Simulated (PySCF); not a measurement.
**Stretching CN⁺**

Set-up: basis C def2-TZVP, N def2-TZVP; no relativity; PySCF 2.14. Energies in eV from C⁺ + N in their ground configurations at the same level. All curves are PBE0. state 1: ³Π (triplet), unpaired electrons σ ↑, π ↑; state 2: Ms = 0 determinant of mixed spin (⟨S²⟩ near 1.0), unpaired electrons σ ↑, π ↓, a second solution, started from another occupation; state 3: ³Σ⁻ (triplet), unpaired electrons π ↑↑, a second solution, started from another occupation; state 4: Ms = 0 determinant of mixed spin (⟨S²⟩ near 1.0), unpaired electrons π ↑↓, a mixture of terms (⟨Lz²⟩ = 2.0), a second solution, started from another occupation.

```csv
R (Å),state 1,state 2,state 3,state 4
1.056,-3.585,-3.198,-0.459,0.035
1.105,-4.547,-4.185,-1.970,-1.486
1.154,-5.083,-4.746,-3.011,-2.537
1.191,-5.274,-4.955,-3.555,-3.086
1.228,-5.325,-5.024,-3.936,-3.472
1.265,-5.269,-4.984,-4.187,-3.728
1.314,-5.069,-4.804,-4.364,-3.911
1.375,-4.686,-4.441,-4.395,-3.947
1.449,-4.124,-3.899,-4.244,-3.800
1.547,-3.381,-3.156,-3.853,-3.410
```

Problem. Put a parabola through the three lowest points of the state 1 curve and estimate Re, k and ωe (reduced mass 6.462 u; 1 eV/Å² = 0.16022 mdyn/Å; ωe = 1302.8·√(k/μ) cm⁻¹).

Solution. Through R = 1.191, 1.228, 1.265 Å the second-order coefficient is 39.1 eV/Å², so Re ≈ 1.227 Å, k ≈ 12.5 mdyn/Å and ωe ≈ 1814 cm⁻¹. A polynomial fit of higher order to the unrounded PBE0 energies gives Re = 1.226 Å, k = 12.9 mdyn/Å, ωe = 1842 cm⁻¹; anharmonicity and rounding make the difference.

The higher-order fit for each curve: state 1: Re = 1.226 Å, ωe = 1842 cm⁻¹, De = 5.33 eV; state 2: Re = 1.231 Å, ωe = 1813 cm⁻¹, minimum 5.02 eV below the ground-state fragments; state 3: Re = 1.355 Å, ωe = 1359 cm⁻¹, minimum 4.40 eV below the ground-state fragments; state 4: Re = 1.357 Å, ωe = 1357 cm⁻¹, minimum 3.95 eV below the ground-state fragments.

⟨S²⟩ of the unrestricted solution departs from its pure value on part of the curve, where spin states mix. For an ion De counts to the pair picked by the measured ionisation energies or electron affinities, which need not be the lowest pair at this level. The state was picked by a PBE0 search and need not be the measured ground state.
